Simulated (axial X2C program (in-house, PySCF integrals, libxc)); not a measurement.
Outer orbitals of SiP at 2.094 Å, r2SCAN0

Computed with an axial X2C code built on PySCF integrals. Spin-free means the one-electron spin-free X2C Hamiltonian; two-component (2c) means X2C with spin–orbit coupling and atomic mean-field two-electron Coulomb and Gaunt terms, so the difference of the two also holds small scalar two-electron terms. Basis: P dyall-v2z [7s7p1d], Si dyall-v2z [7s7p1d] (cores contracted in-house); Gaussian nuclei, density fitting, unrestricted open shells. Masses: P 30.974 u, Si 27.977 u.

The distance is close to the 2c PBE0 minimum; the highest filled and lowest empty levels are listed.

Spin-free orbitals, state M_S = 1/2, Λ = 1 (beyond evenly filled blocks: π+α, π+β, π-α) (Löwdin shares):

```json
{"symmetry": "σα", "occupied": "yes", "ε (eV)": "-17.92", "atomic character": "61% P s, 23% Si s, 11% Si p"}
{"symmetry": "σβ", "occupied": "yes", "ε (eV)": "-16.88", "atomic character": "56% P s, 27% Si s, 10% Si p"}
{"symmetry": "σα", "occupied": "yes", "ε (eV)": "-11.80", "atomic character": "49% Si s, 24% P p, 20% P s"}
{"symmetry": "σβ", "occupied": "yes", "ε (eV)": "-11.40", "atomic character": "46% Si s, 23% P s, 22% P p"}
{"symmetry": "π+α", "occupied": "yes", "ε (eV)": "-7.71", "atomic character": "68% P p, 28% Si p, 3% Si d"}
{"symmetry": "π-α", "occupied": "yes", "ε (eV)": "-7.71", "atomic character": "68% P p, 28% Si p, 3% Si d"}
{"symmetry": "σα", "occupied": "yes", "ε (eV)": "-7.25", "atomic character": "41% P p, 39% Si p, 15% Si s"}
{"symmetry": "σβ", "occupied": "yes", "ε (eV)": "-7.11", "atomic character": "42% P p, 40% Si p, 13% Si s"}
{"symmetry": "π+β", "occupied": "yes", "ε (eV)": "-6.77", "atomic character": "57% P p, 40% Si p, 2% Si d"}
{"symmetry": "π-β", "occupied": "no", "ε (eV)": "-4.84", "atomic character": "53% P p, 44% Si p"}
{"symmetry": "π+α", "occupied": "no", "ε (eV)": "-2.33", "atomic character": "69% Si p, 28% P p"}
{"symmetry": "π-α", "occupied": "no", "ε (eV)": "-2.33", "atomic character": "69% Si p, 28% P p"}
{"symmetry": "π+β", "occupied": "no", "ε (eV)": "-1.94", "atomic character": "57% Si p, 39% P p, 3% Si d"}
```

Spinors with spin–orbit coupling (state Ω = 3/2):

| ω | occupied | ε (eV) | atomic character | λ mixture |
| --- | --- | --- | --- | --- |
| 1/2 | yes | -17.91 | 60% P s, 23% Si s, 11% Si p | 100% σ |
| -1/2 | yes | -16.88 | 56% P s, 27% Si s, 10% Si p | 100% σ |
| 1/2 | yes | -11.80 | 49% Si s, 24% P p, 20% P s | 100% σ |
| -1/2 | yes | -11.40 | 46% Si s, 23% P s, 22% P p | 100% σ |
| -1/2 | yes | -7.72 | 68% P p, 28% Si p, 3% Si d | 100% π |
| 3/2 | yes | -7.69 | 68% P p, 29% Si p, 3% Si d | 100% π |
| 1/2 | yes | -7.25 | 41% P p, 39% Si p, 15% Si s | 100% σ |
| -1/2 | yes | -7.10 | 42% P p, 40% Si p, 13% Si s | 100% σ |
| 1/2 | yes | -6.78 | 57% P p, 40% Si p, 2% Si d | 100% π |
| -3/2 | no | -4.83 | 53% P p, 44% Si p | 100% π |
| -1/2 | no | -2.34 | 69% Si p, 28% P p | 100% π |
| 3/2 | no | -2.31 | 68% Si p, 28% P p | 100% π |
| 1/2 | no | -1.95 | 57% Si p, 38% P p, 3% Si d | 100% π |

Mulliken charges and populations of the two-component result (they depend on the basis, above all on diffuse functions):

P -0.15 e (s 5.88 p 9.22 d 0.05), Si 0.15 e (s 5.88 p 7.87 d 0.10). ⟨Lz⟩ = 1.00 ħ and ⟨Sz⟩ = 0.50 ħ (0.42 and 0.08 on the two atoms), which add up to Ω.

One determinant describes the state; a PBE0 search over occupations chose it and may have missed a lower one. Density functionals use the spin component along the axis (collinear). Other states lie close and PBE0, whose exact exchange favours high spin, may order them wrongly; the determinant shown need not be the ground state. The nearest other spin-free determinant of the search, M_S = 1/2, Λ = 0, lies 0.22 eV up at the distance of the search. Without a current term, density functionals place determinants with orbital angular momentum somewhat too high. The determinant is spin-polarised beyond a pure state at some levels (its spin-free form has ⟨S²⟩ too high), which makes Re and μ there less reliable.
